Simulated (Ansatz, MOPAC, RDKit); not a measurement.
Species: allene, C₃H₄, charge 0, multiplicity 1. SMILES: C=C=C

Atoms: C1, C2, C3, H4, H5, H6, H7. Bonds: C1-C2, C1-C3, C2-H4, C2-H5, C3-H6, C3-H7.

Bond lengths (Å) and angles (degrees) optimised at MMFF94 with RDKit; AM1 with MOPAC; PM3 with MOPAC; PM7 with MOPAC; PBE/6-31G* with Ansatz (an electronic-structure program); B3LYP/6-31G* with Ansatz, each started from the B3LYP-D3(BJ)/def2-TZVP structure (Ansatz) of the last column. A row stands for all coordinates that are equal there. 6-31G* holds six Cartesian d functions. No wavenumbers were computed at MMFF94, PM3, PBE/6-31G*, so these may be saddle points.

```tsv
coordinate	MMFF94	AM1	PM3	PM7	PBE/6-31G*	B3LYP/6-31G*	B3LYP-D3(BJ)/def2-TZVP
C1-C2	1.297	1.298	1.297	1.321	1.314	1.307	1.300
C2-H4	1.084	1.100	1.086	1.079	1.096	1.088	1.084
C2-C1-C3	180.0	180.0	180.0	180.0	180.0	180.0	180.0
C1-C2-H4	120.7	122.3	122.3	123.2	121.6	121.6	121.3
H4-C2-H5	118.7	115.4	115.4	113.6	116.8	116.9	117.4
```

Mean signed difference of all 6 bond lengths from B3LYP-D3(BJ)/def2-TZVP: MMFF94 -0.001 Å, AM1 0.010 Å, PM3 0.000 Å, PM7 0.003 Å, PBE/6-31G* 0.013 Å, B3LYP/6-31G* 0.005 Å.
